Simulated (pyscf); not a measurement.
## Four-centre exchange: HO–Ta(Cl)(Cl)(Cl)–Cl + water (H₂O) → HO–Ta(OH)(Cl)(Cl)–Cl + hydrogen chloride (HCl)

Gas phase, singlet surface, charge 0. Bonds broken: Ta2–Cl3, O8–H9. Bonds formed: Ta2–O8, Cl3–H9. PySCF, gas phase, ωB97X-D3(BJ)/def2-SVP geometries.

Transition state (Å):

```xyz
10

O      0.8606     0.1110     0.8997
Ta    -0.9162     0.3575     0.4250
Cl    -0.5208    -2.1545    -0.6619
Cl    -3.0023     0.2873    -0.6624
Cl    -1.7760    -0.7695     2.2346
Cl    -1.0867     2.5402     1.0321
H      1.7437    -0.2639     0.8440
O     -0.2260     0.3994    -1.4955
H     -0.2118    -1.0152    -1.4510
H     -0.8775     0.6666    -2.1604
```

One imaginary mode, 553i cm⁻¹; descent along it reached the two sides named, in the forms told below.

| bond | change | reactant side (Å) | saddle | product side |
|---|---|---|---|---|
| Ta2–Cl3 | breaks | 2.351 | 2.8 | 2.9 |
| O8–H9 | breaks | 0.970 | 1.415 | 2.502 |
| Ta2–O8 | forms | 2.321 | 2.041 | 1.915 |
| Cl3–H9 | forms | 2.7 | 1.420 | 1.289 |

Electronic energies relative to the separated reactants (kcal/mol):

```
level                   barrier  reaction energy  reverse barrier
----------------------  -------  ---------------  ---------------
ωB97X-D3(BJ)/def2-TZVP      0.2             +1.5             -1.3
PBE/def2-TZVP               0.5             -0.1              0.7
r²SCAN/def2-TZVP           -1.5             -0.8             -0.7
B3LYP-D3(BJ)/def2-TZVP      1.0             -0.2              1.2
PBE0-D3(BJ)/def2-TZVP       0.2             +0.6             -0.4
M06-2X/def2-TZVP            0.1             -1.3              1.4
ωB97M-D3(BJ)/def2-TZVP      1.1             -1.9              3.0
HF/def2-TZVP               15.1             -3.1             18.1
```

With ωB97M-D3(BJ)/def2-TZVP energies and thermal terms (ideal gas, 1 atm, RRHO with modes under 100 cm⁻¹ raised to 100, one conformer, R ln 2 for chiral ones without a mode under 150 cm⁻¹), in kcal/mol:

| T (K) | ΔH‡ | ΔG‡ | ΔH | ΔG |
|---|---|---|---|---|
| 298 | -1.1 | 9.7 | -3.6 | -3.9 |
| 600 | -0.9 | 20.6 | -3.2 | -4.3 |
| 900 | -0.1 | 31.2 | -2.7 | -4.9 |
| 1200 | 0.8 | 41.5 | -2.2 | -5.7 |

On the reactant side the descent ends in an adduct with a O–Ta contact (not fully relaxed), 21.7 kcal/mol under the separated species and 21.9 kcal/mol under the saddle at ωB97X-D3(BJ)/def2-TZVP. On the product side the descent ends in an adduct with a Cl–Ta contact, 5.5 kcal/mol under the separated species and 4.2 kcal/mol under the saddle at ωB97X-D3(BJ)/def2-TZVP. At r²SCAN the saddle lies under the separated reactants, which points to a path from their complex (located at ωB97X-D3(BJ) alone). At ωB97X-D3(BJ)/def2-TZVP, r²SCAN, PBE0-D3(BJ) the saddle lies under the separated products, which points to a path from their complex (located at ωB97X-D3(BJ) alone). What is counted as formed (O–Ta) is already present as a longer contact in the reactant adduct; forming that adduct is a step of its own. What is counted as broken (Cl–Ta) persists as a longer contact in the product adduct; parting that adduct is a step of its own. One saddle was located; it need not be the lowest between these sides. Elements past Kr carry the def2 core potentials, without spin-orbit coupling.
